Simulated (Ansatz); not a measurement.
# CH6Si (built from SMILES C[SiH].[H][H]): one structure at several levels

An exercise on one series of results from a longer session: the logs are not shown, and one member is left open.

The runs use Ansatz 0.2.0, Gaussian basis; single points in def2-TZVPP.

Cores are frozen in the correlated methods.

## Starting geometry

8 atoms, charge 0, spin multiplicity 1.

Atoms are counted from 1 here; the program's logs count them from 0.

Bond lengths: Si1–C2 1.818 Å, Si1–H3 1.597 Å, Si1–H5 1.370 Å, C2–H6 1.115 Å, C2–H7 1.080 Å, C2–H8 1.257 Å. Angles: C2–Si1–H3 108.8°, C2–Si1–H5 113.2°, H3–Si1–H5 99.2°, Si1–C2–H6 115.3°, Si1–C2–H7 105.0°, Si1–C2–H8 109.8°, H6–C2–H7 116.4°, H6–C2–H8 102.9°, H7–C2–H8 107.0°.

Coordinates:

| atom | x (Å) | y (Å) | z (Å) |
| --- | --- | --- | --- |
| Si1 | -0.9685 | -0.0424 | 0.1452 |
| C2 | 0.6892 | 0.6634 | 0.3878 |
| H3 | -0.8724 | -1.6330 | 0.2543 |
| H4 | -0.2361 | -1.5124 | -0.5711 |
| H5 | -1.4168 | 0.0620 | -1.1452 |
| H6 | 1.3852 | 0.0446 | 1.0017 |
| H7 | 0.5160 | 1.6732 | 0.7287 |
| H8 | 1.2844 | 0.7445 | -0.7166 |

Set-up of the first run:

Contents of run/in.yaml:

```yaml
crystal:
  periodic: [false, false, false]
  atoms:
    - {symbol: Si, position_ang: [-0.968500, -0.042400, 0.145200]}
    - {symbol: C, position_ang: [0.689200, 0.663400, 0.387800]}
    - {symbol: H, position_ang: [-0.872400, -1.633000, 0.254300]}
    - {symbol: H, position_ang: [-0.236100, -1.512400, -0.571100]}
    - {symbol: H, position_ang: [-1.416800, 0.062000, -1.145200]}
    - {symbol: H, position_ang: [1.385200, 0.044600, 1.001700]}
    - {symbol: H, position_ang: [0.516000, 1.673200, 0.728700]}
    - {symbol: H, position_ang: [1.284400, 0.744500, -0.716600]}
basis:
  gaussian: {orbitals: def2-TZVPP}
correlation: {method: ccsd_t}
output: {forces: true}
```

The command line of these runs was not kept.

Among the steps run: CCSD(T)/def2-TZVPP; PBE0-D4/def2-TZVPP; wB97M-V/def2-TZVPP; r2SCAN-D4/def2-TZVPP; PBE-D4/def2-TZVPP; wB97X-V/def2-TZVPP; r2SCANh-D4/def2-TZVPP.

One of the session's tables, all rows but one given; the rest of the session is left out.

```
    method  RMS force component (eV/Å)  angle to CCSD(T) forces (°)  dipole (D)
   CCSD(T)                       1.504                    reference        0.97
   PBE0-D4                       1.509                          3.0        1.08
   wB97M-V                       1.510                          3.3        0.96
 r2SCAN-D4                       1.485                          3.3        1.09
    PBE-D4                           ?                            ?           ?
   wB97X-V                       1.539                          3.4        1.08
r2SCANh-D4                       1.500                          3.2        1.09
```

Q: Estimate the row for PBE-D4 from the others.

The run gave: RMS force component (eV/Å): 1.469; angle to CCSD(T) forces (°): 6.1; dipole (D): 1.06. In the column «RMS force component (eV/Å)» it is the lowest.
